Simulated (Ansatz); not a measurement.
## fcc Pd

Method: LDA (plane waves, PAW; Ansatz, a first-principles code).

Settings: plane-wave cutoff 500 eV, 26×26×18 k mesh (along the axes of the cell as run), Fermi–Dirac smearing 0.1 eV, ferromagnetic start, scalar-relativistic PAW data made under PBE.

Cell: relaxed at this level.

| Quantity | Result |
|---|---|
| volume per atom | 14.17 Å³/atom |
| equilibrium lattice constant a | 3.841 Å |
| magnetic moment per atom (the cell's total over its atoms) | 0.00 μB |

Measured, for comparison: equilibrium volume per atom 14.56 Å³/atom, lattice constant a 3.876 Å (static lattice: zero-point anharmonic expansion removed; as tabulated in Mejia-Rodriguez and Trickey (2018), arXiv:1807.09216). Computed (rounded) less measured: equilibrium volume per atom -2.7 %, lattice constant a -0.9 %.

Moments are spin moments.

Computed values are for the static lattice.

Computing time: very roughly 8 core-minutes.
